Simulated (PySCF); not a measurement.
# Potential energy of NO along the bond

Set-up: PySCF, no relativity, basis sets N STO-3G, O STO-3G. Energies in eV from N + O in their ground configurations at the same level. State: ²Π (doublet), unpaired electrons π ↑.

```tsv
R (Å)	PBE0
1.059	-3.418
1.108	-4.619
1.157	-5.291
1.194	-5.532
1.231	-5.600
1.268	-5.530
1.317	-5.274
1.379	-4.791
1.453	-4.165
1.551	-3.364
```

Question: Put a parabola through the three lowest points of the PBE0 curve and estimate Re, k and ωe (reduced mass 7.466 u; 1 eV/Å² = 0.16022 mdyn/Å; ωe = 1302.8·√(k/μ) cm⁻¹).

Answer: Through R = 1.194, 1.231, 1.268 Å the second-order coefficient is 50.4 eV/Å², so Re ≈ 1.231 Å, k ≈ 16.2 mdyn/Å and ωe ≈ 1916 cm⁻¹. A polynomial fit of higher order to the unrounded PBE0 energies gives Re = 1.229 Å, k = 16.4 mdyn/Å, ωe = 1929 cm⁻¹; anharmonicity and rounding make the difference.

The higher-order fit for each curve: PBE0: Re = 1.229 Å, ωe = 1929 cm⁻¹, De = 5.60 eV.

⟨S²⟩ of the unrestricted solution departs from its pure value on part of the curve, where spin states mix. STO-3G is very small, so such numbers show the basis as much as the molecule. The state was picked by a PBE0 search and need not be the measured ground state.
